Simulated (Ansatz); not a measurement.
# CHSi (quartet): RPA-PBE over vertical spin and charge gaps, 6-31G

Aim: run CHSi (quartet) with these functionals over vertical spin and charge gaps, and hold them against the top wave-function level at the same points.

The runs use Ansatz 0.2.0, Gaussian basis; 6-31G, all electrons in the functionals, frozen cores in the correlation of double hybrids and RPA.

Plan: RPA-PBE, at charge 0, quartet; charge 0, doublet; charge 0, sextet; charge 1, triplet; charge 1, quintet.

18 further runs of the same task are left out: 6 that didn't finish, 12 set aside as unsound or not needed.

### Step 1. What is computed

The geometry is a PBE0/def2-TZVP stationary point (not a proven minimum).

3 atoms, charge 0, spin multiplicity 4.

Atoms are counted from 1 here; the program's logs count them from 0.

Bond lengths: Si1–C2 1.893 Å, C2–H3 1.096 Å. Angles: Si1–C2–H3 133.1°.

No dispersion term is added.

The geometry shown and the zero of energy belong to the point charge 0, quartet. The yardstick, FCI, and other wave-function levels (R restricted, U unrestricted, valence and pair active spaces) come from earlier runs.

### Step 2. RPA-PBE, charge 0, quartet

in.yaml reads:

```yaml
crystal:
  periodic: [false, false, false]
  atoms:
    - {symbol: Si, position_ang: [0.000000, 0.032553, 0.617233]}
    - {symbol: C, position_ang: [0.000000, -0.127023, -1.268554]}
    - {symbol: H, position_ang: [0.000000, 0.606549, -2.082531]}
basis:
  gaussian: {orbitals: 6-31G}
magnetization: {spin_polarized: true, initial_magnetization: 3}
hamiltonian: {xc: {name: PBE}}
correlation: {method: rpa, electrons: outside_noble_gas}
```

The run is started by

```sh
ansatz run in.yaml --threads 1 --pin off --events-out ev --progress --plain --max-ram 2393MiB
```

What it wrote:

```text
Functional definition: PBE
  name "PBE"
  cite "Perdew, Burke & Ernzerhof, Phys. Rev. Lett. 77, 3865 (1996) doi:10.1103/PhysRevLett.77.3865"
  parent pbe
  parameter kappa = 0.804
  parameter beta = 0.06672455060314922
  exchange = pbe_x(kappa = kappa, mu = beta*pi^2/3)
  correlation = pbe_c(beta = beta)
299 factors; integrals over basis functions are off by at most 2.7e-4 eV
mean field evaluation 1: about -8915.3149 eV, gradient 2.0e1 eV
mean field evaluation 2: about -8915.3097 eV, gradient 2.0e1 eV
mean field evaluation 4: about -8917.8368 eV, gradient 4.2e0 eV
mean field evaluation 8: about -8918.0319 eV, gradient 1.2e-1 eV
mean field evaluation 16: about -8918.0322 eV, gradient 1.7e-5 eV
mean field evaluation 32: about -8917.6564 eV, gradient 8.6e-7 eV
mean field evaluation 64: about -8917.1953 eV, gradient 2.1e0 eV
mean field evaluation 96: about -8917.6576 eV, gradient 9.0e-3 eV
mean field evaluation 128: about -8911.8552 eV, gradient 1.2e1 eV
mean field -8918.03216848 eV, -327.7316373323 hartree, gradient 2.3e-6 eV, S^2 3.754085; 13 other end points of the search recorded, 0 dependent functions left out
6 core orbitals not correlated: weight in the atoms' cores, before any rotation towards them, 1.000 or more for the frozen orbitals, at most 0.000 for the correlated occupied ones
reference -8902.32169882 eV, -327.1542882213 hartree; 6, 3 occupied and 12, 15 virtual orbitals, 299 factors
Total energy: -8907.28390798 eV, -327.3366460445 hartree
```

Wall time 1.9 s (1 thread of Intel Xeon 6975P-C, shared host).

From the report: ⟨S²⟩ of the determinant 3.754 (pure quartet: 3.75).

### Step 3. RPA-PBE, charge 0, doublet

Changes to in.yaml since step 2:

```diff
@@ -8,3 +8,3 @@
   gaussian: {orbitals: 6-31G}
-magnetization: {spin_polarized: true, initial_magnetization: 3}
+magnetization: {spin_polarized: true, initial_magnetization: 1}
 hamiltonian: {xc: {name: PBE}}
```

Launched as before.

What it wrote, shortened:

```text
Functional definition: PBE
  name "PBE"
  cite "Perdew, Burke & Ernzerhof, Phys. Rev. Lett. 77, 3865 (1996) doi:10.1103/PhysRevLett.77.3865"
  parent pbe
[...]
299 factors; integrals over basis functions are off by at most 2.7e-4 eV
[...]
mean field -8919.61147246 eV, -327.7896756829 hartree, gradient 6.7e-6 eV, S^2 0.781341; 10 other end points of the search recorded, 0 dependent functions left out
6 core orbitals not correlated: weight in the atoms' cores, before any rotation towards them, 1.000 or more for the frozen orbitals, at most 0.000 for the correlated occupied ones
reference -8902.21440873 eV, -327.1503453830 hartree; 5, 4 occupied and 13, 14 virtual orbitals, 299 factors
Total energy: -8908.86090762 eV, -327.3945997122 hartree
```

Wall time 1.7 s (1 thread of Intel Xeon 6975P-C, shared host).

From the report: ⟨S²⟩ of the determinant 0.781 (pure doublet: 0.75).

From charge 0, quartet: -36.4 kcal/mol.

### Step 4. RPA-PBE, charge 0, sextet

Changes to in.yaml since step 3:

```diff
@@ -8,3 +8,3 @@
   gaussian: {orbitals: 6-31G}
-magnetization: {spin_polarized: true, initial_magnetization: 1}
+magnetization: {spin_polarized: true, initial_magnetization: 5}
 hamiltonian: {xc: {name: PBE}}
```

Launched as before.

What it wrote:

```text
Functional definition: PBE
  name "PBE"
  cite "Perdew, Burke & Ernzerhof, Phys. Rev. Lett. 77, 3865 (1996) doi:10.1103/PhysRevLett.77.3865"
  parent pbe
  parameter kappa = 0.804
  parameter beta = 0.06672455060314922
  exchange = pbe_x(kappa = kappa, mu = beta*pi^2/3)
  correlation = pbe_c(beta = beta)
299 factors; integrals over basis functions are off by at most 2.7e-4 eV
mean field evaluation 1: about -8913.7639 eV, gradient 1.4e1 eV
mean field evaluation 2: about -8913.7598 eV, gradient 1.4e1 eV
mean field evaluation 4: about -8915.0289 eV, gradient 2.0e0 eV
mean field evaluation 8: about -8915.0702 eV, gradient 8.7e-3 eV
mean field -8915.07024903 eV, -327.6227888003 hartree, gradient 3.4e-6 eV, S^2 8.753223; 0 other end points of the search recorded, 0 dependent functions left out
6 core orbitals not correlated: weight in the atoms' cores, before any rotation towards them, 1.000 or more for the frozen orbitals, at most 0.000 for the correlated occupied ones
reference -8900.78907702 eV, -327.0979654091 hartree; 7, 2 occupied and 11, 16 virtual orbitals, 299 factors
Total energy: -8904.47146009 eV, -327.2332904909 hartree
```

Wall time 0.3 s (1 thread of Intel Xeon 6975P-C, shared host).

From the report: ⟨S²⟩ of the determinant 8.753 (pure sextet: 8.75).

From charge 0, quartet: +64.9 kcal/mol.

### Step 5. RPA-PBE, charge 1, triplet

Changes to in.yaml since step 4:

```diff
@@ -8,3 +8,4 @@
   gaussian: {orbitals: 6-31G}
-magnetization: {spin_polarized: true, initial_magnetization: 5}
+total_charge: 1
+magnetization: {spin_polarized: true, initial_magnetization: 2}
 hamiltonian: {xc: {name: PBE}}
```

Launched as before.

What it wrote, shortened:

```text
Functional definition: PBE
  name "PBE"
  cite "Perdew, Burke & Ernzerhof, Phys. Rev. Lett. 77, 3865 (1996) doi:10.1103/PhysRevLett.77.3865"
  parent pbe
[...]
299 factors; integrals over basis functions are off by at most 2.7e-4 eV
[...]
mean field -8911.11474790 eV, -327.4774268149 hartree, gradient 5.4e-7 eV, S^2 2.021463; 0 other end points of the search recorded, 0 dependent functions left out
6 core orbitals not correlated: weight in the atoms' cores, before any rotation towards them, 1.000 or more for the frozen orbitals, at most 0.000 for the correlated occupied ones
reference -8895.45961259 eV, -326.9021112037 hartree; 5, 3 occupied and 13, 15 virtual orbitals, 299 factors
Total energy: -8900.89386259 eV, -327.1018162077 hartree
```

Run time: 0.42 s. Hardware: 1 thread of Intel Xeon 6975P-C, shared host.

From the report: ⟨S²⟩ of the determinant 2.021 (pure triplet: 2.00).

From charge 0, quartet: +147.4 kcal/mol.

### Step 6. RPA-PBE, charge 1, quintet

Changes to in.yaml since step 5:

```diff
@@ -9,3 +9,3 @@
 total_charge: 1
-magnetization: {spin_polarized: true, initial_magnetization: 2}
+magnetization: {spin_polarized: true, initial_magnetization: 4}
 hamiltonian: {xc: {name: PBE}}
```

The command is unchanged.

What it wrote, shortened:

```text
Functional definition: PBE
  name "PBE"
  cite "Perdew, Burke & Ernzerhof, Phys. Rev. Lett. 77, 3865 (1996) doi:10.1103/PhysRevLett.77.3865"
  parent pbe
[...]
299 factors; integrals over basis functions are off by at most 2.7e-4 eV
[...]
mean field -8907.99817745 eV, -327.3628949632 hartree, gradient 9.8e-6 eV, S^2 6.002656; 7 other end points of the search recorded, 0 dependent functions left out
6 core orbitals not correlated: weight in the atoms' cores, before any rotation towards them, 1.000 or more for the frozen orbitals, at most 0.000 for the correlated occupied ones
reference -8893.48979881 eV, -326.8297218824 hartree; 6, 2 occupied and 12, 16 virtual orbitals, 299 factors
Total energy: -8897.73568323 eV, -326.9857552568 hartree
```

Run time: 0.87 s. Hardware: 1 thread of Intel Xeon 6975P-C, shared host.

From the report: ⟨S²⟩ of the determinant 6.003 (pure quintet: 6.00).

From charge 0, quartet: +220.2 kcal/mol.

### Step 7. Against the wave-function levels

The yardstick is full CI for this spin, exact in this basis with these frozen cores. It comes from earlier runs at the same points. Energies in kcal/mol, counted from charge 0, quartet; blanks weren't run or aren't comparable.

| level | quartet to doublet | quartet to sextet | ionisation to the triplet cation | ionisation to the quintet cation |
| --- | --- | --- | --- | --- |
| FCI | -36.9 | 53.6 | 147.1 | 212.9 |
| RPA-PBE | -36.4 | 64.9 | 147.4 | 220.2 |

Largest miss and mean time a point (FCI took 48 s a point; shared hosts):

| level | largest miss (kcal/mol) | where | time a point |
| --- | --- | --- | --- |
| RPA-PBE | +11.2 | quartet to sextet | 1 s |

### Step 8. Results

```
                             quantity                               value
              quartet to doublet, FCI                      -36.9 kcal/mol
               quartet to sextet, FCI                       53.6 kcal/mol
ionisation to the triplet cation, FCI                      147.1 kcal/mol
ionisation to the quintet cation, FCI                      212.9 kcal/mol
                largest miss, RPA-PBE  +11.2 kcal/mol (quartet to sextet)
```

In words: RPA-PBE strays by up to 11.2 kcal/mol, at quartet to sextet. Functionals and the yardstick converge differently with the basis, so part of each miss in 6-31G is the basis.
